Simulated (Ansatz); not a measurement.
**Molecular dynamics, step by step**

CH$_{4}$Si$_{2}$, singlet, SPW92/def2-SVP (Ansatz 0.2.0). Settings (timestep in fs, temperature in K; T counts 15 degrees of freedom):

```yaml
hamiltonian: {xc: lda}
md: {n_steps: 30, timestep: 0.75, temperature: 1000, ensemble: nve, seed: 412, initial_velocities: maxwell_boltzmann}
```

Start:

| atom | x (Å) | y (Å) | z (Å) |
| --- | --- | --- | --- |
| C1 | -1.5779 | -2.0181 | -0.4766 |
| Si2 | -0.5764 | -0.7277 | -0.0048 |
| Si3 | 0.8365 | 1.0485 | 0.0662 |
| H4 | -2.1524 | -2.6888 | 0.1406 |
| H5 | 0.9605 | 1.6876 | -1.2558 |
| H6 | 0.3222 | 2.0525 | 1.0213 |
| H7 | 2.1876 | 0.6461 | 0.5091 |

| step | time (fs) | potential energy less the start (meV) | kinetic energy (meV) | T (K) |
| --- | --- | --- | --- | --- |
| 0 | 0.00 | 0.0 | 646.3 | 1000 |
| 2 | 1.50 | 31.5 | 614.5 | 951 |
| 4 | 3.00 | 124.6 | 522.9 | 809 |
| 6 | 4.50 | 197.2 | 451.1 | 698 |
| 8 | 6.00 | 205.0 | 442.7 | 685 |
| 10 | 7.50 | 177.7 | 469.5 | 726 |
| 12 | 9.00 | 144.5 | 503.3 | 779 |
| 14 | 10.50 | 86.1 | 560.7 | 868 |
| 16 | 12.00 | 44.0 | 602.4 | 932 |
| 18 | 13.50 | 29.0 | 618.8 | 957 |
| 20 | 15.00 | -36.5 | 683.9 | 1058 |
| 22 | 16.50 | -138.8 | 784.8 | 1214 |
| 24 | 18.00 | -189.7 | 835.2 | 1292 |
| 26 | 19.50 | -160.8 | 807.9 | 1250 |
| 28 | 21.00 | -114.3 | 760.9 | 1177 |
| 30 | 22.50 | -38.4 | 684.9 | 1060 |

Step 8, positions (Å) and forces (eV/Å):

| atom | x | y | z | Fx | Fy | Fz |
| --- | --- | --- | --- | --- | --- | --- |
| C1 | -1.544 | -2.019 | -0.497 | 0.671 | 0.696 | 1.377 |
| Si2 | -0.604 | -0.717 | 0.023 | -1.037 | -1.505 | -0.231 |
| Si3 | 0.830 | 1.047 | 0.044 | 1.140 | 0.958 | 0.991 |
| H4 | -2.090 | -2.872 | 0.023 | 0.364 | 0.724 | -0.853 |
| H5 | 1.199 | 1.583 | -1.333 | -0.543 | 0.231 | 0.248 |
| H6 | 0.522 | 2.013 | 1.298 | -0.254 | -0.586 | -1.416 |
| H7 | 2.240 | 0.708 | 0.534 | -0.341 | -0.519 | -0.117 |

Step 10, positions (Å) and forces (eV/Å):

```csv
atom,x,y,z,Fx,Fy,Fz
C1,-1.532,-2.015,-0.496,1.011,1.228,0.810
Si2,-0.613,-0.717,0.029,-0.762,-1.167,-0.183
Si3,0.829,1.048,0.040,1.505,0.742,0.538
H4,-2.053,-2.881,-0.056,-0.170,-0.065,-0.366
H5,1.238,1.577,-1.365,-0.693,0.100,0.684
H6,0.562,1.972,1.304,-0.381,-0.331,-1.268
H7,2.249,0.696,0.540,-0.511,-0.508,-0.215
```

Step 22, positions (Å) and forces (eV/Å):

```json
{"atom": "C1", "x": "-1.443", "y": "-1.979", "z": "-0.476", "Fx": "-1.420", "Fy": "-2.941", "Fz": "-1.111"}
{"atom": "Si2", "x": "-0.669", "y": "-0.722", "z": "0.069", "Fx": "1.484", "Fy": "2.441", "Fz": "0.847"}
{"atom": "Si3", "x": "0.851", "y": "1.053", "z": "0.016", "Fx": "-0.091", "Fy": "-1.353", "Fz": "1.285"}
{"atom": "H4", "x": "-1.938", "y": "-2.977", "z": "-0.622", "Fx": "0.270", "Fy": "0.957", "Fz": "0.161"}
{"atom": "H5", "x": "1.167", "y": "1.600", "z": "-1.278", "Fx": "-0.129", "Fy": "0.668", "Fz": "-1.066"}
{"atom": "H6", "x": "0.536", "y": "1.925", "z": "1.181", "Fx": "-0.283", "Fy": "0.451", "Fz": "-0.121"}
{"atom": "H7", "x": "2.121", "y": "0.406", "z": "0.476", "Fx": "0.169", "Fy": "-0.223", "Fz": "0.005"}
```

Last step (30):

```
atom    x (Å)    y (Å)    z (Å)
  C1  -1.4105  -2.0157  -0.4853
 Si2  -0.6904  -0.6991   0.1045
 Si3   0.8714   1.0390   0.0075
  H4  -1.8646  -2.8756  -1.0157
  H5   0.9850   1.7782  -1.3630
  H6   0.3752   2.1091   1.0898
  H7   2.0301   0.1212   0.3991
```

Hardware: 2 CPU threads of an Intel Xeon, shared host. Wall time about 88 s.
